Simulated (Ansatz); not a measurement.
## H2MgS2, SMILES [SH][Mg][SH]: an active-space calculation, step by step

With the Python package of Ansatz (0.2.0).

The script reads `h2mgs2.xyz`:
```text
5

S    -2.35060    0.50850   -0.46150
Mg   -0.17810    0.24280    0.47060
S     2.01770   -0.06080    1.40170
H    -1.95550   -0.06270   -1.68150
H     2.51630   -0.70150    0.22920
```

At the Python prompt:
```pycon
>>> from dataclasses import dataclass
>>> import ansatz
>>> @dataclass
... class RunConfig:
...     basis_set: str = "6-31G*"
...
>>> cfg = RunConfig()
>>> mol = ansatz.Crystal.molecule_from_extxyz("h2mgs2.xyz")
>>> calc = (
...     mol.calculation()
...     .basis(gaussian=cfg.basis_set)
...     .correlation(active_electrons=4, active_orbitals=5)
... )
>>> for method in [None]:
...     rep = (calc if method is None else calc.correlation(method)).run(threads=1).report
...     space = rep["configurations"]
...     state = space["states"][0]
...     print(method or "casscf", f"total {rep['free_energy_ev'] / 27.211386246:.6f} Ha, active-space state {state['energy']['hartree']:.6f} Ha, mean field {rep['reference_energy_ev'] / 27.211386246:.6f} Ha")
...     print("  determinants", state["n_determinants"], " natural occupations", [round(n, 3) for n in space["natural_occupations"]])
...
casscf total -995.906276 Ha, active-space state -995.906276 Ha, mean field -995.866942 Ha
  determinants 100  natural occupations [1.969, 1.969, 0.031, 0.027, 0.004]
>>> print("effectively unpaired electrons, sum of min(n, 2 - n):", round(sum(min(n, 2 - n) for n in space["natural_occupations"]), 3))
effectively unpaired electrons, sum of min(n, 2 - n): 0.123
```

What to keep in mind:
- Total energies depend on the basis set; only differences at equal settings carry meaning.
- The geometry is a force-field or estimated start, not a minimum of this method, and the basis set is short of its limit. The active space starts as a window about the frontier orbitals and is then optimised, not chosen by chemistry.
- Wall time of the script: 4.9 s on 1 thread of Intel(R) Xeon(R) Platinum 8375C CPU @ 2.90GHz (Ice Lake), on a shared host, peak memory 0.18 GiB.

(Lines on the test bed's own set-up are left out of the output.)
